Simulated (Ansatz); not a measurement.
Basis sets compared for B(H2S)H3 (BH5S). Total charge 0; singlet. Geometry B3LYP-D4/def2-TZVP. Ansatz on 4 threads of Arm Neoverse V2 on a shared host; times are rough, and most runs start from earlier orbitals.

```xyz
7

B    -0.050   -0.266    0.843
S     0.355    0.756   -0.863
H     0.796   -0.201   -1.701
H    -0.843    0.827   -1.473
H     1.069   -0.482    1.224
H    -0.695   -1.219    0.509
H    -0.632    0.586    1.460
```

B3LYP takes the VWN-RPA correlation.

Binding counts from free atoms (B doublet, S triplet, H doublet) in the same basis, without a counterpoise term.

| level | functions | energy (Eh) | HOMO (eV) | LUMO (eV) | binding per atom (eV) | wall time |
| --- | --- | --- | --- | --- | --- | --- |
| PBE-D4/def2-SVP | 57 | -425.6411 | -6.87 | -0.97 | 2.98 | 0.25 s |
| PBE-D4/def2-TZVP | 98 | -425.8154 | -7.06 | -1.36 | 2.99 | 0.4 s |
| r2SCAN-D4/def2-TZVP (with forces) | 98 | -425.9899 | -7.37 | -1.05 | 2.99 | 1.1 s |
| B3LYP-D4/6-31G | 32 | -425.9768 | -8.03 | -0.14 | 2.81 | 0.2 s |
| B3LYP-D4/def2-TZVP | 98 | -426.0755 | -8.23 | -0.64 | 2.99 | 0.45 s |
| PBE0-D4/def2-SVP | 57 | -425.6897 | -8.29 | 0.04 | 2.96 | 0.25 s |
| PBE0-D4/def2-TZVP | 98 | -425.8602 | -8.41 | -0.34 | 2.97 | 0.55 s |

(1) Estimate the rows for PBE-D4/def2-TZVPD, r2SCAN-D4/def2-TZVPD, PBE0-D4/def2-TZVPD.

Answers

(1) 
```
               level  functions  energy (Eh)  HOMO (eV)  LUMO (eV)  binding per atom (eV)  wall time
   PBE-D4/def2-TZVPD        128    -425.8163      -7.08      -1.41                   2.99      0.6 s
r2SCAN-D4/def2-TZVPD        128    -425.9907      -7.38      -1.08                   2.99      1.2 s
  PBE0-D4/def2-TZVPD        128    -425.8610      -8.42      -0.60                   2.97     0.65 s
```
